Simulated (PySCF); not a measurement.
**Shapes and spin states of C(OH)2**

Computed with PBE0/[C def2-TZVP, O def2-TZVP, H def2-TZVP], no relativity, density fitting, PySCF.

Relaxations began from a few typed shapes and spin states; open shells are unrestricted. The search is not exhaustive: other isomers or separated fragments can lie lower, and high-lying points may rest on an excited occupation.

(1) Order these stationary points by electronic energy, lowest first, in kJ/mol from the lowest minimum.
A. singlet C2v: C–O 1.317 Å (×2), O–H 0.962 Å (×2); C–O–H 106.4° (×2), O–C–O 105.2°
B. singlet Cs: C–O 1.302 Å, C–O 1.330 Å, O–H 0.963 Å, O–H 0.980 Å; C–O–H 107.3°, C–O–H 111.4°, O–C–O 107.6°
C. singlet C2h: C–O 1.286 Å (×2), O–H 1.003 Å (×2); C–O–H 113.9° (×2), O–C–O 180.0°
D. triplet C2: C–O 1.339 Å (×2), O–H 0.968 Å (×2); C–O–H 110.8° (×2), O–C–O 124.4°

(2) Which of them are minima?

Answers

(1) A (0.0), B (3.4), D (222.3), C (479.9).

(2) By energy in kJ/mol, 0.0: minimum; 3.4: minimum; 222.3: minimum; 479.9: saddle point, 1 imaginary mode.
